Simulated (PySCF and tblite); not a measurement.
The numbers below are computed, except where a source is named.
## C4H6O, numbered as in [O:1]=[CH:2][CH:3]1[CH2:4][CH2:5]1: conformational analysis

The ensemble was built from 60 distance-geometry starts (ETKDG and KDG, MMFF94s, GFN2-xTB) and rests on PBE0-D3(BJ)/def2-SVP geometries. Weights use B3LYP-D3(BJ)/def2-TZVP (IEF-PCM, chloroform) energies plus GFN2-xTB zero-point and thermal terms (modes under about 100 cm⁻¹ blended into free rotors). Symmetry numbers and mirror images are counted. Conformers within 3 kcal/mol (GFN2-xTB free energy) were kept, 3 at most. GIAO shieldings: PBE0/pcSseg-1 (IEF-PCM, chloroform). Couplings: B3LYP/pcJ-1 (gas phase; spin-dipole term only for pairs with B, N, F, Si or P). TDDFT excitations: PBE0/def2-SVPD (IEF-PCM, chloroform). Couplings are for ¹³C, ¹H, ¹⁷O. Shifts are against TMS (¹H), TMS (¹³C) at the same level; of two unlike H on one atom, a is the less shielded. (PySCF 2.14, tblite 0.8.)

Torsions listed: O1–C2–C3–C4.

| conformer | shape | symmetry | E(GFN2, own minimum) kcal/mol | E(DFT) kcal/mol | G(298.15 K) kcal/mol | weight % | dipole D |
| --- | --- | --- | --- | --- | --- | --- | --- |
| 1 | -148° | Cs | 0.00 | 0.00 | 0.00 | 75.3 | 4.10 |
| 2 | 34° | Cs | 0.69 | 0.77 | 0.66 | 24.7 | 3.47 |

Weights (%) against temperature:

```
 T (K)     1     2  S(mix) cal/mol/K
   150  91.2   8.8              0.59
   200  84.9  15.1              0.84
   250  79.4  20.6              1.01
298.15  75.3  24.7              1.11
   400  69.0  31.0              1.23
```

Averaged shifts at 298.15 K. ¹H: 8.88 (H2, 1H), 1.67 (H3, 1H), 1.13 (H4a/H5a, 2H), 1.03 (H4b/H5b, 2H) ppm. ¹³C: 210.0 (C2), 26.2 (C3), 9.4 (C4/C5) ppm.

Averaged couplings (Hz): ¹J(O1,C2) 32.5, ²J(O1,C3) -0.6, ³J(O1,C4) -0.6, ²J(O1,H2) -4.4, ³J(O1,H3) -0.9, ¹J(C2,C3) 56.7, ¹J(C2,H2) 172.8, ²J(C2,H3) 0.5, ³J(C2,H4a) 3.6, ³J(C2,H4b) 6.7, ¹J(C3,C4) 12.0, ²J(H2,C3) 31.1, ¹J(C3,H3) 175.3, ²J(C3,H4a) -1.6, ²J(C3,H4b) -1.9, ¹J(C4,C5) 18.3, ³J(H2,C4) 1.1, ²J(H3,C4) -0.6, ¹J(C4,H4a) 174.4, ¹J(C4,H4b) 171.6, ²J(C4,H5a) -1.6, ²J(C4,H5b) -1.7, ³J(H2,H3) 5.8, ³J(H3,H4a) 9.2, ³J(H3,H4b) 5.1, ²J(H4a,H4b) -5.2, ³J(H4a,H5a) 9.8, ³J(H4a,H5b) 7.8, ³J(H4b,H5b) 11.1.

Coordinates of conformer 1 (Å):

```xyz
11

O     2.525   -1.198   -0.109
C     1.640   -0.387   -0.049
C     0.198   -0.704   -0.011
C    -0.760    0.273   -0.656
C    -0.695    0.191    0.822
H     1.864    0.716   -0.014
H    -0.032   -1.771   -0.059
H    -1.621   -0.156   -1.175
H    -0.328    1.151   -1.147
H    -1.507   -0.298    1.365
H    -0.216    1.010    1.367
```

Shifts are unscaled: against experiment ¹³C can be off by 15 ppm or more and ¹H by 0.8 ppm.

Search and properties took 80 s on 1 thread of Arm Neoverse V1 (shared host) (rough), launched as `OMP_NUM_THREADS=1 python ens_run.py task.json out`.
